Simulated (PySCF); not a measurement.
## OF⁺: energy against distance

Set-up: PySCF, no relativity, basis sets O cc-pVDZ, F cc-pVDZ. Energies in eV from O⁺ + F in their ground configurations at the same level. State: ³Σ⁻ (triplet), unpaired electrons π ↑↑.

All columns are PBE0. A positive dipole points towards F; it is taken about the centre of mass and depends on that origin.

| R (Å) | E (eV) | μ (D) | Mulliken charge on O (basis-dependent) | HOMO (eV) | LUMO (eV) | Mayer bond order | ⟨S²⟩ |
| --- | --- | --- | --- | --- | --- | --- | --- |
| 1.048 | -1.914 | -0.22 | 0.56 | -22.11 | -14.84 | 1.61 | 2.01 |
| 1.096 | -2.746 | -0.40 | 0.59 | -22.64 | -15.38 | 1.61 | 2.01 |
| 1.145 | -3.194 | -0.58 | 0.62 | -23.07 | -15.83 | 1.61 | 2.01 |
| 1.181 | -3.348 | -0.71 | 0.64 | -23.35 | -16.13 | 1.61 | 2.01 |
| 1.218 | -3.386 | -0.85 | 0.66 | -23.59 | -16.39 | 1.61 | 2.01 |
| 1.254 | -3.338 | -0.98 | 0.67 | -23.78 | -16.62 | 1.60 | 2.01 |
| 1.303 | -3.174 | -1.14 | 0.69 | -23.98 | -16.87 | 1.59 | 2.01 |
| 1.364 | -2.862 | -1.34 | 0.70 | -24.13 | -17.12 | 1.57 | 2.01 |
| 1.437 | -2.405 | -1.57 | 0.72 | -24.13 | -17.31 | 1.52 | 2.02 |
| 1.535 | -1.770 | -1.86 | 0.74 | -23.78 | -17.37 | 1.35 | 2.08 |

A fit through these points gives, at Re = 1.214 Å, μ = -0.83 D and dμ/dR = -3.58 D/Å; the reduced mass is 8.684 u.

Problem. How strong is the fundamental in the double-harmonic approximation, I = 42.26·(dμ/dR)²/μred km/mol?

Solution. I = 42.26·(-3.58)²/8.684 = 62.4 km/mol at PBE0.

For an ion De counts to the pair picked by the measured ionisation energies or electron affinities, which need not be the lowest pair at this level. The state is the lowest determinant that a PBE0 search found; another state may lie lower at other levels.
